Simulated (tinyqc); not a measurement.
Inside a calculation. Method: Pariser-Parr-Pople SCF with singles CI, for the molecule C=CC=C (SMILES; centres numbered as the heavy atoms are written). Computed by tinyqc, a small Python program that keeps every step. Settings: charge = 0, gamma = Ohno, start = huckel, damping = 0.3, iteration cap = 50, excitations kept = 9. Command: `OMP_NUM_THREADS=1 python tinyqc.py 24815 24816 out.jsonl` (the two numbers bound the seeds that draw the settings). One thread of a shared host (Intel(R) Xeon(R) Processor @ 2.60GHz), about 0.01 s of CPU time with the checks. Later iterations appear only in the table of the cycle.

## PPP integrals

Centres (angstrom, eV; a flat drawing with bonds scaled to 1.40 angstrom):
```
centre          x          y  core charge z          W   gamma_rr
1C      -1.848000  -0.127000              1  11.520000  12.350000
2C      -0.559000   0.421000              1  11.520000  12.350000
3C       0.559000  -0.421000              1  11.520000  12.350000
4C       1.848000   0.127000              1  11.520000  12.350000
```

Resonance integrals (eV):
```
i  j       beta
1  2  -2.390000
2  3  -2.390000
3  4  -2.390000
```

Ohno: gamma = 14.399645/sqrt(R^2 + a^2), a = 2 x 14.399645/(gamma_rr + gamma_ss); H_rr = -W_r - sum_(s != r) z_s gamma_rs; H_rs = beta for bonds.

repulsion gamma_rs (eV), lower triangle:
```
           1C         2C         3C         4C
1C  12.350000
2C   7.901291  12.350000
3C   5.351750   7.904787  12.350000
4C   3.707556   5.351750   7.901291  12.350000
```

core matrix H (eV), lower triangle:
```
            1C          2C          3C          4C
1C  -28.480597
2C   -2.390000  -32.677828
3C    0.000000   -2.390000  -32.677828
4C    0.000000    0.000000   -2.390000  -28.480597
```

## Starting guess

pi electrons, sum of z_r less the charge = 4

Orbitals of the Hueckel matrix of the beta values.

P at the start, lower triangle:
```
           1C        2C        3C        4C
1C   1.000000
2C   0.894427  1.000000
3C   0.000000  0.447214  1.000000
4C  -0.447214  0.000000  0.894427  1.000000
```

## Iteration 1: Fock matrix

F_rr = H_rr + P_rr gamma_rr / 2 + sum_(s != r) P_ss gamma_rs; F_rs = H_rs - P_rs gamma_rs / 2; E = tr P (H + F) / 2 + core repulsion sum_(r<s) z_r z_s gamma_rs.

F (eV), lower triangle:
```
           1C         2C         3C         4C
1C  -5.345000
2C  -5.923565  -5.345000
3C   0.000000  -4.157564  -5.345000
4C   0.829035   0.000000  -5.923565  -5.345000
```

pi energy = -51.900672 eV

## Iteration 1: orbitals and new P

Diagonalise F (the basis is taken as orthonormal) and form P = 2 sum c c over the lowest orbitals; 0.3 of the old P is kept.

orbital energies (eV): -13.436174  -10.107644  -0.582356  2.746174

P after iteration 1, lower triangle:
```
           1C        2C        3C        4C
1C   1.000000
2C   0.913505  1.000000
3C   0.000000  0.405727  1.000000
4C  -0.405727  0.000000  0.913505  1.000000
```

## Iteration 2: Fock matrix

As before.

F (eV), lower triangle:
```
           1C         2C         3C         4C
1C  -5.345000
2C  -5.998936  -5.345000
3C   0.000000  -3.993592  -5.345000
4C   0.752128   0.000000  -5.998936  -5.345000
```

pi energy = -51.951829 eV

## Iteration 2: orbitals and new P

As before.

orbital energies (eV): -13.416910  -10.175446  -0.514554  2.726910

P after iteration 2, lower triangle:
```
           1C        2C        3C        4C
1C   1.000000
2C   0.924980  1.000000
3C   0.000000  0.379191  1.000000
4C  -0.379191  0.000000  0.924980  1.000000
```

## Iteration 3: Fock matrix

As before.

F (eV), lower triangle:
```
           1C         2C         3C         4C
1C  -5.345000
2C  -6.044268  -5.345000
3C   0.000000  -3.888711  -5.345000
4C   0.702935   0.000000  -6.044268  -5.345000
```

pi energy = -51.980435 eV

## Iteration 3: orbitals and new P

As before.

orbital energies (eV): -13.403488  -10.217712  -0.472288  2.713488

P after iteration 3, lower triangle:
```
           1C        2C        3C        4C
1C   1.000000
2C   0.931878  1.000000
3C   0.000000  0.362315  1.000000
4C  -0.362315  0.000000  0.931878  1.000000
```

## Convergence

Stop when output and input P, before any damping, agree to 1e-7.

Course of the cycle:
```
iteration        E (eV)  largest |P(out) - P(in)|
1          -51.90067198                  5.93e-02
2          -51.95182940                  3.79e-02
3          -51.98043525                  2.41e-02
4          -51.99427391                  1.53e-02
5          -52.00049984                  9.62e-03
6          -52.00318387                  6.05e-03
7          -52.00430975                  3.80e-03
8          -52.00477336                  2.38e-03
9          -52.00496180                  1.49e-03
10         -52.00503768                  9.35e-04
11         -52.00506802                  5.86e-04
...                 ...                       ...
20         -52.00508800                  8.64e-06
21         -52.00508801                  5.41e-06
22         -52.00508801                  3.39e-06
23         -52.00508801                  2.12e-06
24         -52.00508801                  1.33e-06
25         -52.00508801                  8.30e-07
26         -52.00508801                  5.20e-07
27         -52.00508801                  3.25e-07
28         -52.00508801                  2.04e-07
29         -52.00508801                  1.27e-07
30         -52.00508801                  7.97e-08
```

Converged in 30 iterations.

## Converged orbitals

Charges are z - P_rr.

orbital energies (eV): -13.375814  -10.285833  -0.404167  2.685814

coefficients:
```
         MO1        MO2        MO3        MO4
1C  0.408184   0.577396   0.577396  -0.408184
2C  0.577396   0.408184  -0.408184   0.577396
3C  0.577396  -0.408184  -0.408184  -0.577396
4C  0.408184  -0.577396   0.577396   0.408184
```

pi charges: 1C 0.000000, 2C 0.000000, 3C 0.000000, 4C 0.000000

## Singles CI, singlets

Over the 4 single excitations with the smallest orbital gaps: A = (e_a - e_i) delta + 2 (ia|jb) - (ij|ab), with (pq|rs) = sum c_mp c_mq gamma_mn c_nr c_ns. f = 2/3 w |mu|^2 in atomic units, mu = sqrt2 sum c_ia sum_m c_mi c_ma R_m.

singlet CI matrix (eV), lower triangle:
```
          2>3        1>3       2>4       1>4
2>3  5.445933
1>3  0.000000   7.434539
2>4  0.000000  -0.158395  7.434539
1>4  0.529111   0.000000  0.000000  9.525953
```

singlet excitation energies (eV): 5.378433  7.276143  7.592934  9.593453

oscillator strengths: 1.139616  0.000000  0.000000  0.162953

## Singles CI, triplets

Over the 4 single excitations with the smallest orbital gaps: A = (e_a - e_i) delta - (ij|ab), with (pq|rs) = sum c_mp c_mq gamma_mn c_nr c_ns.

triplet CI matrix (eV), lower triangle:
```
          2>3       1>3       2>4       1>4
2>3  2.242983
1>3  0.000000  5.255714
2>4  0.000000  2.020429  5.255714
1>4  2.020429  0.000000  0.000000  7.722964
```

triplet excitation energies (eV): 1.578611  3.235284  7.276143  8.387336
